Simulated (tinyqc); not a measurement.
Worked calculation: RKS/exchange-only LDA in the sto-3g basis, for BH2+, spin multiplicity 1. One step of it, computed by the program tinyqc.

Task: Iteration 8 (converged): orbitals. Diagonalise F' = X^T F X, C = X C', fill 3 alpha and 3 beta electrons from the bottom; D = 2 C_occ C_occ^T. Each column has its largest component positive (the first on a tie).

converged F (hartree), order 1B 1s, 1B 2s, 1B 2px, 1B 2py, 1B 2pz, 2H 1s, 3H 1s:
```
[[-6.652768, -2.025631, 0.000000, -0.001148, 0.004717, -0.517394, -0.420598],
 [-2.025631, -1.221065, 0.000000, -0.010195, -0.023772, -0.565420, -0.498316],
 [0.000000, 0.000000, -0.388675, 0.000000, 0.000000, 0.000000, 0.000000],
 [-0.001148, -0.010195, 0.000000, -0.488242, -0.004994, -0.361470, 0.335491],
 [0.004717, -0.023772, 0.000000, -0.004994, -0.412975, -0.170836, -0.159639],
 [-0.517394, -0.565420, 0.000000, -0.361470, -0.170836, -0.562274, -0.117750],
 [-0.420598, -0.498316, 0.000000, 0.335491, -0.159639, -0.117750, -0.520182]]
```

X, order 1B 1s, 1B 2s, 1B 2px, 1B 2py, 1B 2pz, 2H 1s, 3H 1s:
```
[[0.291390, 0.161644, 0.787297, 0.000000, -0.565064, -0.025568, 0.206964],
 [-1.122927, -0.500021, -0.286920, 0.000000, -0.239413, -0.051709, 0.466002],
 [0.000000, 0.000000, 0.000000, 1.000000, 0.000000, 0.000000, 0.000000],
 [-0.551687, 1.015790, -0.006721, 0.000000, 0.008354, 0.580925, 0.056152],
 [-0.444577, -0.199746, 0.608490, 0.000000, 0.710377, -0.022177, 0.176253],
 [1.181781, -0.424732, -0.185033, 0.000000, 0.141192, 0.339548, 0.396621],
 [0.330472, 1.104320, -0.200075, 0.000000, 0.149419, -0.427443, 0.313480]]
```

Give: F' = X^T F X; orbital energies; coefficients C; D after iteration 8.

Result:

F' = X^T F X (hartree):
```
[[0.026, -0.086, -0.354, 0.000, 0.224, 0.008, -0.086],
 [-0.086, 0.047, -0.244, 0.000, 0.174, 0.009, -0.080],
 [-0.354, -0.244, -3.255, 0.000, 2.599, 0.169, -1.586],
 [0.000, 0.000, 0.000, -0.389, 0.000, 0.000, 0.000],
 [0.224, 0.174, 2.599, 0.000, -2.815, -0.161, 1.510],
 [0.008, 0.009, 0.169, 0.000, -0.161, -0.615, 0.101],
 [-0.086, -0.080, -1.586, 0.000, 1.510, 0.101, -1.668]]
```

orbital energies (hartree): [-6.664, -0.720, -0.605, -0.432, -0.389, 0.014, 0.126]

coefficients C, order 1B 1s, 1B 2s, 1B 2px, 1B 2py, 1B 2pz, 2H 1s, 3H 1s:
```
[[0.986, -0.253, 0.022, 0.115, 0.000, 0.194, 0.072],
 [0.053, 0.685, -0.078, -0.456, 0.000, -1.000, -0.428],
 [0.000, 0.000, 0.000, 0.000, 1.000, 0.000, 0.000],
 [0.001, 0.049, 0.581, -0.002, 0.000, 0.354, -1.101],
 [0.004, 0.094, -0.002, 0.869, 0.000, -0.575, -0.221],
 [-0.012, 0.322, 0.357, 0.172, 0.000, 0.545, 1.160],
 [-0.011, 0.251, -0.412, 0.185, 0.000, 1.070, -0.509]]
```

D after iteration 8, order 1B 1s, 1B 2s, 1B 2px, 1B 2py, 1B 2pz, 2H 1s, 3H 1s:
```
[[2.075, -0.247, 0.000, 0.003, -0.040, -0.172, -0.167],
 [-0.247, 0.957, 0.000, -0.023, 0.130, 0.385, 0.407],
 [0.000, 0.000, 0.000, 0.000, 0.000, 0.000, 0.000],
 [0.003, -0.023, 0.000, 0.680, 0.007, 0.446, -0.454],
 [-0.040, 0.130, 0.000, 0.007, 0.018, 0.059, 0.048],
 [-0.172, 0.385, 0.000, 0.446, 0.059, 0.463, -0.132],
 [-0.167, 0.407, 0.000, -0.454, 0.048, -0.132, 0.466]]
```
